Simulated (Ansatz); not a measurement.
This geometry of BH3O + ClH (7 atoms, charge 0, multiplicity 1) is a first-order saddle point.

The calculation used Ansatz, RKS PBE-D4/def2-SVP.

```xyz
7
Properties=species:S:1:pos:R:3
B 0.041 0.057 0.169
O -0.084 -0.096 1.646
H -1.015 -0.263 1.889
H 1.157 -0.153 -0.242
H -0.960 -0.161 -0.482
Cl 0.081 2.265 0.484
H 0.020 1.236 1.560
```

**Question.** Which two structures does it join? (They come from a converged band through this point; their orientation in space is the band's.)

**Answer.** Bonds broken: Cl6–H7. Bonds formed: B1–Cl6, O2–H7. BH3O + ClH becomes BClH4O.

Initial state:

```xyz
7
Properties=species:S:1:pos:R:3
B -0.137 -0.433 -0.016
O -0.508 0.167 1.151
H -1.144 -0.349 1.682
H 0.652 0.177 -0.707
H -0.597 -1.522 -0.312
Cl 0.791 3.003 1.650
H 0.184 1.842 1.577
```

Final state:

```xyz
7
Properties=species:S:1:pos:R:3
B 0.029 0.352 0.031
O -0.144 -0.103 1.634
H -1.080 0.085 1.862
H 1.174 0.027 -0.224
H -0.883 -0.244 -0.515
Cl -0.218 2.187 0.109
H 0.363 0.581 2.127
```

**Question.** How far does it lie above each of them?

**Answer.** 55.0 kJ/mol above the first and 56.2 kJ/mol above the second. This is the barrier of this one path; another mechanism may lie lower. The orbitals stay closed-shell, which can raise the energy where a bond breaks towards radicals; this wasn't checked here.

Time of the run: 2.3 min on 1 thread of Arm Neoverse V1, on a shared host, peak memory 0.12 GiB.
